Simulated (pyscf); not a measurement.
# Substitution at C: H₃C–SiH₂–Cl + methyl (CH₃•) → ethane (H₃C–CH₃) + •H₂Si–Cl

Gas phase, doublet surface, charge 0. Bonds broken: C1–Si2. Bonds formed: C1–C9. PySCF, gas phase, ωB97X-D3(BJ)/def2-SVP geometries.

Transition state (Å):

```xyz
12

C     -0.7644     0.4293     0.3248
Si    -0.0847    -1.6858     0.5193
Cl    -1.1426    -2.7319    -0.9387
H     -1.7781     0.0929     0.5577
H     -0.0948     0.7532     1.1258
H     -0.4155     0.4111    -0.7112
H      1.3725    -1.8757     0.2416
H     -0.4083    -2.3044     1.8419
C     -1.4169     2.2702     0.0851
H     -2.1597     2.2250    -0.7217
H     -1.8555     2.5661     1.0470
H     -0.5391     2.8728    -0.1821
```

One imaginary mode, 1146i cm⁻¹; descent along it reached the two sides named.

```tsv
bond	change	reactant side (Å)	saddle	product side
C1–Si2	breaks	1.866	2.230	3.9
C1–C9	forms	3.6	1.968	1.526
```

Electronic energies relative to the separated reactants (kcal/mol):

| level | barrier | reaction energy | reverse barrier |
|---|---|---|---|
| ωB97X-D3(BJ)/def2-TZVP | 42.3 | -1.3 | 43.6 |
| PBE/def2-TZVP | 31.2 | -6.5 | 37.7 |
| r²SCAN/def2-TZVP | 37.5 | -1.3 | 38.8 |
| B3LYP-D3(BJ)/def2-TZVP | 37.9 | -2.7 | 40.5 |
| PBE0-D3(BJ)/def2-TZVP | 36.8 | -3.9 | 40.7 |
| M06-2X/def2-TZVP | 39.2 | -4.4 | 43.5 |
| ωB97M-D3(BJ)/def2-TZVP | 41.5 | -1.5 | 43.1 |
| HF/def2-TZVP | 62.3 | +3.1 | 59.2 |

With ωB97M-D3(BJ)/def2-TZVP energies and thermal terms (ideal gas, 1 atm, RRHO with modes under 100 cm⁻¹ raised to 100, one conformer, R ln 2 for chiral ones without a mode under 150 cm⁻¹), in kcal/mol:

| T (K) | ΔH‡ | ΔG‡ | ΔH | ΔG |
|---|---|---|---|---|
| 298 | 43.1 | 52.3 | +1.7 | +1.9 |
| 600 | 43.2 | 61.7 | +0.5 | +2.6 |
| 900 | 43.6 | 70.8 | -0.2 | +3.9 |
| 1200 | 44.1 | 79.9 | -0.6 | +5.3 |

The same reactants have a lower exit, to H₃C–SiH•–Cl + CH₄ (barrier +8.0 kcal/mol at ωB97M-D3(BJ)/def2-TZVP, against +41.5 kcal/mol here). This is the saddle that the search found; another between the same sides may lie lower. The angle at the attacked C is 177°.
